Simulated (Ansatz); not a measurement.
Molecule (SMILES): [C-]#[S+] (C-S).
Geometry (B3LYP-D3(BJ)/def2-TZVP, fixed):
```xyz
2

C      0.0000     0.0000    -1.1142
S      0.0000     0.0000     0.4178
```

Basis-set convergence of the dipole moment at HF with Ansatz (a first-principles code). Dipoles come from the density behind the forces; the sign is taken along the dipole that this method gives in the largest set. Cartesian d functions, on some or all atoms, in 6-31+G*, 6-311+G**; all else is spherical. The program fits the integrals of some runs and decomposes those of others, by size. No added dispersion term, no relativity. Reference: the value in aug-pcseg-3, 1.660 D, itself unsure by roughly 0.013 D (its mean distance from aug-cc-pV(Q+d)Z, def2-QZVPPD). Deviations are taken from unrounded values.

```tsv
basis	functions	dipole moment (D)	minus reference (D)
STO-3G	14	0.946	-0.714
3-21G	22	1.003	-0.658
def2-SVP	32	1.508	-0.152
6-31+G*	42	1.424	-0.237
def2-SVPD	47	1.642	-0.018
aug-pcseg-1	50	1.578	-0.082
6-311+G**	53	1.497	-0.164
cc-pV(T+d)Z	69	1.609	-0.051
jun-cc-pV(T+d)Z	87	1.646	-0.014
aug-pcseg-2	96	1.633	-0.027
cc-pV(Q+d)Z	119	1.634	-0.026
def2-QZVPPD	142	1.648	-0.013
pcseg-4	206	1.656	-0.005
```
